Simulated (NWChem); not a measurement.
System: chloromethane (CH3Cl); SMILES CCl

Here is an NWChem input.

```
start job
memory heap 200 mb stack 900 mb global 1100 mb
geometry units angstroms noautosym nocenter noautoz
  C      0.000000     0.000000    -1.110906
  Cl     0.000000     0.000000     0.664417
  H      0.732981     0.732981    -1.470125
  H      0.268290    -1.001270    -1.470125
  H     -1.001270     0.268290    -1.470125
end
basis spherical
  C library def2-svp
  Cl library def2-svp
  H library def2-svp
end
dft
  xc hfexch
  iterations 150
end
tddft
  cis
  nroots 6
  notriplet
end
task tddft energy
```

Parts of the log:

```
             Northwest Computational Chemistry Package (NWChem) 7.3.0
             --------------------------------------------------------

                             Geometry "geometry" -> ""
                             -------------------------

 Output coordinates in angstroms (scale by  1.889725989 to convert to a.u.)

  No.       Tag          Charge          X              Y              Z
 ---- ---------------- ---------- -------------- -------------- --------------
    1 C                    6.0000     0.00000000     0.00000000    -1.11090600
    2 Cl                  17.0000     0.00000000     0.00000000     0.66441700
    3 H                    1.0000     0.73298100     0.73298100    -1.47012500
    4 H                    1.0000     0.26829000    -1.00127000    -1.47012500
    5 H                    1.0000    -1.00127000     0.26829000    -1.47012500

 Effective nuclear repulsion energy (a.u.)      51.3434382480

  xc_inp: hfexch multiplicative factor not found.

                                 NWChem DFT Module
                                 -----------------

 Summary of "ao basis" -> "ao basis" (spherical)
 ------------------------------------------------------------------------------
       Tag                 Description            Shells   Functions and Types
 ---------------- ------------------------------  ------  ---------------------
 C                          def2-svp                 6       14   3s2p1d
 Cl                         def2-svp                 8       18   4s3p1d
 H                          def2-svp                 3        5   2s1p

            General Information
            -------------------
          SCF calculation type: DFT
          Wavefunction type:  closed shell.
          No. of atoms     :     5
          No. of electrons :    26
           Alpha electrons :    13
            Beta electrons :    13
          Charge           :     0
          Spin multiplicity:     1
          Use of symmetry is: off; symmetry adaption is: off
          Maximum number of iterations: 150
          AO basis - number of functions:    47
                     number of shells:    23
          Convergence on energy requested:  1.00D-06
          Convergence on density requested:  1.00D-05
          Convergence on gradient requested:  5.00D-04

              XC Information
              --------------
                     Hartree-Fock (Exact) Exchange  1.000

      Superposition of Atomic Density Guess
      -------------------------------------

 Sum of atomic energies:        -498.44616675

      Non-variational initial energy
      ------------------------------

 Total energy =    -499.166539
 1-e energy   =    -788.483589
 2-e energy   =     237.973612
 HOMO         =      -0.376650
 LUMO         =       0.079815

   convergence    iter        energy       DeltaE   RMS-Dens  Diis-err
 ---------------- ----- ----------------- --------- --------- ---------
 d= 0,ls=0.0,diis     1   -498.9143389487 -5.50D+02  6.54D-03  1.17D-01
 d= 0,ls=0.0,diis     2   -498.9316850222 -1.73D-02  2.23D-03  2.10D-02
 d= 0,ls=0.0,diis     3   -498.9343336798 -2.65D-03  6.47D-04  1.28D-03
 d= 0,ls=0.0,diis     4   -498.9345876517 -2.54D-04  1.39D-04  2.19D-05
 d= 0,ls=0.0,diis     5   -498.9345944157 -6.76D-06  4.72D-05  1.72D-06
 d= 0,ls=0.0,diis     6   -498.9345950314 -6.16D-07  1.35D-05  1.20D-07
 d= 0,ls=0.0,diis     7   -498.9345950743 -4.29D-08  1.79D-06  2.40D-09

         Total DFT energy =     -498.934595074259
      One electron energy =     -789.988612677484
           Coulomb energy =      273.506373940356
    Exchange-Corr. energy =      -33.795794585125
 Nuclear repulsion energy =       51.343438247994

 Numeric. integr. density =        0.000000000000

                       DFT Final Molecular Orbital Analysis
                       ------------------------------------

 Vector   11  Occ=2.000000D+00  E=-5.427351D-01
              MO Center=  6.9D-08,  6.9D-08,  5.4D-02, r^2= 1.9D+00
   Bfn.  Coefficient  Atom+Function         Bfn.  Coefficient  Atom+Function
  ----- ------------  ---------------      ----- ------------  ---------------
    27      0.438912  2 Cl pz                24      0.371794  2 Cl pz
     6     -0.351989  1 C  pz                21      0.215837  2 Cl pz
    18      0.170634  2 Cl s                  9     -0.158250  1 C  pz
    17      0.131218  2 Cl s                 16     -0.100595  2 Cl s
    33      0.097541  3 H  s                 38      0.097541  4 H  s

 Vector   12  Occ=2.000000D+00  E=-4.284407D-01
              MO Center= -2.7D-02, -2.7D-02,  4.2D-01, r^2= 1.6D+00
   Bfn.  Coefficient  Atom+Function         Bfn.  Coefficient  Atom+Function
  ----- ------------  ---------------      ----- ------------  ---------------
    25      0.461104  2 Cl px                26     -0.461099  2 Cl py
    22      0.317769  2 Cl px                23     -0.317766  2 Cl py
    19      0.183866  2 Cl px                20     -0.183864  2 Cl py
    38     -0.149037  4 H  s                 43      0.149038  5 H  s
     4     -0.109587  1 C  px                 5      0.109586  1 C  py

 Vector   13  Occ=2.000000D+00  E=-4.284407D-01
              MO Center=  2.7D-02,  2.7D-02,  4.2D-01, r^2= 1.6D+00
   Bfn.  Coefficient  Atom+Function         Bfn.  Coefficient  Atom+Function
  ----- ------------  ---------------      ----- ------------  ---------------
    25      0.461099  2 Cl px                26      0.461104  2 Cl py
    22      0.317766  2 Cl px                23      0.317769  2 Cl py
    19      0.183864  2 Cl px                20      0.183866  2 Cl py
    33     -0.172094  3 H  s                  4     -0.109586  1 C  px
     5     -0.109587  1 C  py                38      0.086048  4 H  s

 Vector   14  Occ=0.000000D+00  E= 1.722962D-01
              MO Center=  8.0D-07,  8.0D-07, -1.5D+00, r^2= 4.7D+00
   Bfn.  Coefficient  Atom+Function         Bfn.  Coefficient  Atom+Function
  ----- ------------  ---------------      ----- ------------  ---------------
     3      2.938495  1 C  s                 34     -1.249241  3 H  s
    39     -1.249241  4 H  s                 44     -1.249241  5 H  s
    27      0.455462  2 Cl pz                18     -0.432897  2 Cl s
     2      0.181738  1 C  s                  1     -0.144631  1 C  s
     9     -0.107137  1 C  pz                24      0.093886  2 Cl pz

 Vector   15  Occ=0.000000D+00  E= 2.433637D-01
              MO Center=  8.8D-06,  8.8D-06, -5.6D-01, r^2= 2.8D+00
   Bfn.  Coefficient  Atom+Function         Bfn.  Coefficient  Atom+Function
  ----- ------------  ---------------      ----- ------------  ---------------
     9      1.241470  1 C  pz                27      0.942759  2 Cl pz
    18     -0.754792  2 Cl s                 34      0.486650  3 H  s
    39      0.486585  4 H  s                 44      0.486585  5 H  s
     6      0.403885  1 C  pz                 3     -0.363174  1 C  s
    17     -0.251350  2 Cl s                 24      0.216101  2 Cl pz

 Vector   16  Occ=0.000000D+00  E= 2.441707D-01
              MO Center=  4.9D-01,  4.9D-01, -1.6D+00, r^2= 3.9D+00
   Bfn.  Coefficient  Atom+Function         Bfn.  Coefficient  Atom+Function
  ----- ------------  ---------------      ----- ------------  ---------------
    34      2.055646  3 H  s                 39     -1.027840  4 H  s
    44     -1.027840  5 H  s                  7     -0.965678  1 C  px
     8     -0.965678  1 C  py                 4     -0.215284  1 C  px
     5     -0.215284  1 C  py                25      0.099523  2 Cl px
    26      0.099523  2 Cl py                33      0.056722  3 H  s

     Multipole analysis of the density
     ---------------------------------

[...]

                                NWChem TDDFT Module
                                -------------------

            General Information
            -------------------
           No. of orbitals :      94
            Alpha orbitals :      47
             Beta orbitals :      47
        Alpha frozen cores :       0
         Beta frozen cores :       0
     Alpha frozen virtuals :       0
      Beta frozen virtuals :       0
         Spin multiplicity :       1
    Number of AO functions :      47
        Use of symmetry is : off
      Symmetry adaption is : off
         Schwarz screening :  0.10D-07

              XC Information
              --------------
              Hartree-Fock (Exact) Exchange   1.00

             TDDFT Information
             -----------------
          Calculation type : CIS
         Wavefunction type : Restricted singlets
          No. of electrons :      26
           Alpha electrons :      13
            Beta electrons :      13
              No. of roots :       6
          Max subspacesize :    5200
            Max iterations :     100
               Target root :       1
           Target symmetry : none
      Symmetry restriction : off
                 Algorithm : Optimal
        Davidson threshold :  0.10D-03

    6 smallest eigenvalue differences (eV)
--------------------------------------------------------
  No. Spin  Occ  Vir  Irrep   E(Occ)    E(Vir)   E(Diff)
--------------------------------------------------------
    1    1   13   14 a        -0.428     0.172    16.347
    2    1   12   14 a        -0.428     0.172    16.347
    3    1   13   15 a        -0.428     0.243    18.281
    4    1   12   15 a        -0.428     0.243    18.281
    5    1   13   16 a        -0.428     0.244    18.303
    6    1   12   16 a        -0.428     0.244    18.303
--------------------------------------------------------

  Entering Davidson iterations
  Restricted singlet excited states

  Iter   NTrls   NConv    DeltaV     DeltaE      Time
  ----  ------  ------  ---------  ---------  ---------
    1      6       0     0.11E+00   0.10+100        0.7
    2     12       0     0.25E-01   0.16E-01        0.7
    3     18       0     0.15E-01   0.16E-02        0.7
    4     24       0     0.21E-01   0.11E-02        0.7
    5     30       0     0.21E-01   0.19E-02        0.7
    6     36       2     0.16E-01   0.11E-02        0.7
    7     40       2     0.79E-02   0.41E-03        0.7
    8     44       4     0.54E-02   0.98E-04        0.7
    9     46       4     0.17E-02   0.19E-04        0.7
   10     48       4     0.41E-03   0.16E-05        0.7
   11     50       5     0.11E-03   0.69E-07        0.7
   12     51       6     0.48E-04   0.23E-08        0.7
  ----  ------  ------  ---------  ---------  ---------
  Convergence criterion met

  Ground state a        -498.934595074259 a.u.

  ----------------------------------------------------------------------------
  Root   1 singlet a              0.329072167 a.u.                8.9545 eV
  ----------------------------------------------------------------------------
     Transition Moments    X -0.02539   Y -0.02539   Z  0.00007
     Dipole Oscillator Strength                    0.0002827834
     Electric Quadrupole                           0.0000000336
     Magnetic Dipole                               0.0000001524
     Total Oscillator Strength                     0.0002829693

     Occ.   13  a   ---  Virt.   14  a        0.60370
     Occ.   13  a   ---  Virt.   15  a        0.77840
     Occ.   13  a   ---  Virt.   18  a       -0.13216
  ----------------------------------------------------------------------------
  Root   2 singlet a              0.329072200 a.u.                8.9545 eV
  ----------------------------------------------------------------------------
     Transition Moments    X  0.02538   Y -0.02538   Z -0.00000
     Dipole Oscillator Strength                    0.0002826534
     Electric Quadrupole                           0.0000000336
     Magnetic Dipole                               0.0000001524
     Total Oscillator Strength                     0.0002828394

     Occ.   12  a   ---  Virt.   14  a       -0.60370
     Occ.   12  a   ---  Virt.   15  a       -0.77840
     Occ.   12  a   ---  Virt.   18  a        0.13216
  ----------------------------------------------------------------------------
  Root   3 singlet a              0.413364494 a.u.               11.2482 eV
  ----------------------------------------------------------------------------
     Transition Moments    X  0.31917   Y  0.31918   Z  0.00027
     Dipole Oscillator Strength                    0.0561474916
     Electric Quadrupole                           0.0000019284
     Magnetic Dipole                               0.0000049776
     Total Oscillator Strength                     0.0561543976

     Occ.   10  a   ---  Virt.   14  a        0.19676
     Occ.   10  a   ---  Virt.   15  a       -0.10362
     Occ.   12  a   ---  Virt.   17  a       -0.09663
     Occ.   13  a   ---  Virt.   14  a       -0.75140
     Occ.   13  a   ---  Virt.   15  a        0.59281
     Occ.   13  a   ---  Virt.   16  a        0.09662
     Occ.   13  a   ---  Virt.   22  a        0.05283
  ----------------------------------------------------------------------------
  Root   4 singlet a              0.413364583 a.u.               11.2482 eV
  ----------------------------------------------------------------------------
     Transition Moments    X  0.31918   Y -0.31918   Z  0.00000
     Dipole Oscillator Strength                    0.0561506340
     Electric Quadrupole                           0.0000019284
     Magnetic Dipole                               0.0000049771
     Total Oscillator Strength                     0.0561575394

     Occ.    9  a   ---  Virt.   14  a        0.19678
     Occ.    9  a   ---  Virt.   15  a       -0.10359
     Occ.   12  a   ---  Virt.   14  a       -0.75140
     Occ.   12  a   ---  Virt.   15  a        0.59281
     Occ.   12  a   ---  Virt.   16  a       -0.09665
     Occ.   12  a   ---  Virt.   22  a        0.05284
     Occ.   13  a   ---  Virt.   17  a       -0.09663
  ----------------------------------------------------------------------------
  Root   5 singlet a              0.460574899 a.u.               12.5329 eV
  ----------------------------------------------------------------------------
     Transition Moments    X  0.00002   Y -0.00002   Z  0.00000
     Dipole Oscillator Strength                    0.0000000003
     Electric Quadrupole                           0.0000000000
     Magnetic Dipole                               0.0000011029
     Total Oscillator Strength                     0.0000011032

     Occ.    9  a   ---  Virt.   16  a        0.14652
     Occ.   10  a   ---  Virt.   17  a       -0.14650
     Occ.   12  a   ---  Virt.   16  a       -0.68560
     Occ.   12  a   ---  Virt.   19  a        0.06266
     Occ.   13  a   ---  Virt.   17  a        0.68552
     Occ.   13  a   ---  Virt.   20  a       -0.06265
  ----------------------------------------------------------------------------
  Root   6 singlet a              0.460942607 a.u.               12.5429 eV
  ----------------------------------------------------------------------------
     Transition Moments    X  0.33044   Y -0.33044   Z -0.00000
     Dipole Oscillator Strength                    0.0671085703
     Electric Quadrupole                           0.0000019850
     Magnetic Dipole                               0.0000012806
     Total Oscillator Strength                     0.0671118359

     Occ.    9  a   ---  Virt.   14  a        0.12017
     Occ.    9  a   ---  Virt.   15  a        0.11812
     Occ.    9  a   ---  Virt.   16  a        0.13197
     Occ.   10  a   ---  Virt.   17  a        0.13199
     Occ.   12  a   ---  Virt.   14  a        0.12738
     Occ.   12  a   ---  Virt.   15  a       -0.09737
     Occ.   12  a   ---  Virt.   16  a       -0.66986
     Occ.   13  a   ---  Virt.   17  a       -0.66994

              Target root =      1
          Target symmetry = none
      Ground state energy =   -498.934595074259
        Excitation energy =      0.329072166636
     Excited state energy =   -498.605522907623

  stored tddft:energy   -498.60552290762308
```

Level: Hartree-Fock/def2-SVP, CIS. Coordinates come from a PBE0/def2-SVP optimisation.
